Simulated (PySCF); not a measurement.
# Shapes and spin states of Si(OH)₂

These are results of PBE0 in PySCF with Si def2-TZVP, O def2-TZVP, H def2-TZVP; no relativity; density-fitted integrals, not measurements.

Relaxations began from a few typed shapes and spin states; open shells are unrestricted. The search is not exhaustive: other isomers or separated fragments can lie lower, and high-lying points may rest on an excited occupation.

```json
{"spin": "singlet", "group": "C2v", "bonds": "O–H 0.960 Å (×2), Si–O 1.649 Å (×2)", "angles": "H–O–Si 114.7° (×2), O–Si–O 97.5°", "imaginary modes (cm⁻¹)": "none", "ΔE (kJ/mol)": "0.0", "ΔE with ZPE (kJ/mol)": "0.0"}
{"spin": "singlet", "group": "D∞h", "bonds": "O–H 0.965 Å (×2), Si–O 1.665 Å (×2)", "angles": "H–O–Si 180.0° (×2), O–Si–O 180.0°", "imaginary modes (cm⁻¹)": "340i, 340i", "ΔE (kJ/mol)": "213.2", "ΔE with ZPE (kJ/mol)": "–"}
{"spin": "triplet", "group": "C2", "bonds": "O–H 0.961 Å (×2), Si–O 1.656 Å (×2)", "angles": "H–O–Si 114.8° (×2), O–Si–O 119.5°", "imaginary modes (cm⁻¹)": "none", "ΔE (kJ/mol)": "246.5", "ΔE with ZPE (kJ/mol)": "244.9"}
{"spin": "triplet", "group": "C2h", "bonds": "O–H 0.965 Å (×2), Si–O 1.677 Å (×2)", "angles": "H–O–Si 112.9° (×2), O–Si–O 180.0°", "imaginary modes (cm⁻¹)": "328i", "ΔE (kJ/mol)": "323.9", "ΔE with ZPE (kJ/mol)": "–"}
```

The lowest minimum found is the singlet C2v: O–H 0.960 Å (×2), Si–O 1.649 Å (×2); H–O–Si 114.7° (×2), O–Si–O 97.5°.
